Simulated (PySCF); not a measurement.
# Where CCSD(T) holds and where it slips

Each species is computed at the geometry given (Å), with frozen cores, in PySCF 2.14.0: RHF-CCSD(T) for singlets, UHF-CCSD(T) otherwise, and full CI in the same basis. The script picks the determinant by trial CCSD, so it needn't be the lowest Hartree–Fock solution. States: SiO⁺ quartet Π, Si2 singlet Σg⁺ or Δg, BH⁻ quartet Σ⁻ or Δ, [H···H···SiH] doublet A''. Cases whose determinant has another symmetry than full CI's state, or whose (Q) step broke down, weren't drawn.

Judging by size, spin and bonding, rank them by the size of CCSD(T)'s error in total energy against full CI in the same basis, smallest first (an estimate).
A. Si$_{2}$, singlet, 6-31G: Si 0.000 0.000 0.000; Si 0.000 0.000 1.788
B. SiO⁺, quartet, 6-31G: Si 0.000 0.000 0.000; O 0.000 0.000 5.752
C. BH⁻, quartet, aug-cc-pVDZ: B 0.000 0.000 0.000; H 0.000 0.000 1.352
D. [H···H···SiH], doublet, 6-31G: H -2.401 0.048 0.000; H -1.559 0.048 0.000; Si 0.123 0.048 0.000; H 0.520 -1.432 0.000

B (1.9 meV), D (10.4 meV), C (24.7 meV), A (60.7 meV).

| species | basis | correlated electrons | CCSD(T) − full CI (meV) | CCSDT(Q) − full CI (meV) | unpaired electrons (full CI) | T1 | ⟨S²⟩ of the determinant |
| --- | --- | --- | --- | --- | --- | --- | --- |
| SiO⁺, quartet | 6-31G | 9 | 1.9 | – | 3.04 | 0.004 | 3.75 |
| [H···H···SiH], doublet | 6-31G | 7 | 10.4 | – | 1.06 | 0.025 | 0.79 |
| BH⁻, quartet | aug-cc-pVDZ | 5 | 24.7 | – | 3.02 | 0.031 | 3.75 |
| Si2, singlet | 6-31G | 8 | 60.7 | -3.3 | 0.47 | 0.029 | 0.00 |

Unpaired electrons are Σ n²(2−n)² over natural occupations; an open shell counts its own unpaired electrons too. Frozen cores follow each run's orbitals, which moves totals by a few meV. A dash: (Q) wasn't run for open shells.
